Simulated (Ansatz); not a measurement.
Total energies of NaF2⁻ from Ansatz at CCSD(T)/def2-TZVPPD, gas phase (1 Eh = 27.2114 eV = 2625.5 kJ/mol). The reference geometry is relaxed at r2SCAN-D4/def2-TZVPD.

Cartesian coordinates in Å:
```
Na 0.0000 0.0001 0.0000
F -1.8355 -0.2336 -0.8712
F 1.8355 0.2335 0.8712
```

| state | geometry | energy (Eh) |
| --- | --- | --- |
| charge -1 singlet | reference | -361.67136 |
| charge 0 doublet | reference | -361.44807 |
| charge -1 triplet | relaxed at r2SCAN-D4/def2-TZVPD | -361.50372 |
| charge -1 quintet | relaxed at r2SCAN-D4/def2-TZVPD | -361.26691 |

Correlated methods freeze 3 core orbitals; core or outer-core shells of Na are correlated, in sets that lack core-valence functions.

(1) Work out the vertical ionisation energy to the doublet.

(2) Which of the charge -1 states is lowest, and how far above it are the others?

(1) E(charge 0 doublet) − E(charge -1 singlet) = -361.44807 − (-361.67136) = 0.22329 Eh = 6.08 eV.

(2) The singlet. triplet: -361.50372 − (-361.67136) = 0.16764 Eh = 440.1 kJ/mol; quintet: -361.26691 − (-361.67136) = 0.40445 Eh = 1061.9 kJ/mol. The quintet has fallen apart, so its energy is that of loose fragments and no spin gap. The quintet differs in its bonds from the reference.

At CCSD(T)/def2-TZVPPD T1 of the charge -1 triplet is large (up to 0.054), so the single-reference result is doubtful. At CCSD(T)/def2-TZVPPD the highest occupied level of the charge -1 quintet lies above zero (up to 0.25 eV). The electron is either unbound and held by the finite basis, or the level is raised by self-interaction error.

The structure comes from a short search, and lower isomers may exist.
